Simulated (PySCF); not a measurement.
Species: CH6B2.
SMILES with atom numbers: `[BH2:1][CH2:2][BH2:3]` (hydrogens: H4, H5 on B1; H6, H7 on C2; H8, H9 on B3)

Cartesian coordinates in Å at the PBE0-D3(BJ)/def2-SVP level; atoms count from 1:
```
atom  x, y, z in Å
B1    -0.6624    1.0873   -0.2600
C2    -0.5545   -0.4438    0.0156
B3     0.9611   -0.7432    0.2279
H4    -0.5542    1.5219   -1.3840
H5    -0.8268    1.8690    0.6483
H6    -1.1130   -0.6950    0.9313
H7    -0.9060   -0.9922   -0.8735
H8     1.6774   -0.9961   -0.7135
H9     1.4523   -0.6970    1.3327
```

The calculation used EOM-IP-CCSD/aug-cc-pVDZ in PySCF, restricted Hartree–Fock reference, frozen core, non-relativistic, gas phase, PBE0-D3(BJ)/def2-SVP geometry.

Hartree–Fock orbital energies give these Koopmans values (eV): HOMO 12.26, HOMO-1 12.48, HOMO-2 13.13, HOMO-3 13.63, HOMO-4 16.32, HOMO-5 17.83, HOMO-6 18.47.

Problem. What vertical ionisation energies does EOM-IP-CCSD give?

Solution. 
```json
{"leading hole (HF orbital)": "HOMO-1", "Koopmans (eV)": "12.48", "EOM-IP-CCSD (eV)": "11.68", "change (eV)": "-0.80", "one-hole share": "0.96"}
{"leading hole (HF orbital)": "HOMO", "Koopmans (eV)": "12.26", "EOM-IP-CCSD (eV)": "11.70", "change (eV)": "-0.56", "one-hole share": "0.96"}
{"leading hole (HF orbital)": "HOMO-2", "Koopmans (eV)": "13.13", "EOM-IP-CCSD (eV)": "12.51", "change (eV)": "-0.62", "one-hole share": "0.95"}
{"leading hole (HF orbital)": "HOMO-3", "Koopmans (eV)": "13.63", "EOM-IP-CCSD (eV)": "12.85", "change (eV)": "-0.78", "one-hole share": "0.95"}
{"leading hole (HF orbital)": "HOMO-4", "Koopmans (eV)": "16.32", "EOM-IP-CCSD (eV)": "15.33", "change (eV)": "-0.99", "one-hole share": "0.94"}
{"leading hole (HF orbital)": "HOMO-5", "Koopmans (eV)": "17.83", "EOM-IP-CCSD (eV)": "16.69", "change (eV)": "-1.14", "one-hole share": "0.93"}
{"leading hole (HF orbital)": "HOMO-6", "Koopmans (eV)": "18.47", "EOM-IP-CCSD (eV)": "17.19", "change (eV)": "-1.28", "one-hole share": "0.92"}
```

Problem. Does the order of the lines follow the orbital energies?

Solution. No: the HOMO-1 hole (11.68 eV) falls below the HOMO hole (11.70 eV). The corrections run from -1.28 to -0.56 eV, with a mean of -0.88 eV over the 7 lines; no line lies above its Koopmans value.

Problem. At what kinetic energies would He II light (40.81 eV) eject these electrons?

Solution. 29.13 eV (HOMO-1), 29.11 eV (HOMO), 28.30 eV (HOMO-2), 27.96 eV (HOMO-3), 25.48 eV (HOMO-4), 24.12 eV (HOMO-5), 23.62 eV (HOMO-6).

Problem. What total energy has the lowest final state, and which wavelength reaches it?

Solution. E(CCSD) + ionisation energy = -91.07105 + 0.42927 = -90.64178 Eh, at the geometry of the initial state. The threshold wavelength is 1239.84 eV nm/11.68 eV = 106.2 nm.

Lines less than 0.15 eV apart could change places at a higher level. One root was sought for each valence orbital with −ε under 21 eV, eight at most, so deeper holes and satellites are missing; no vibrational structure.

One conformer stands for the species.
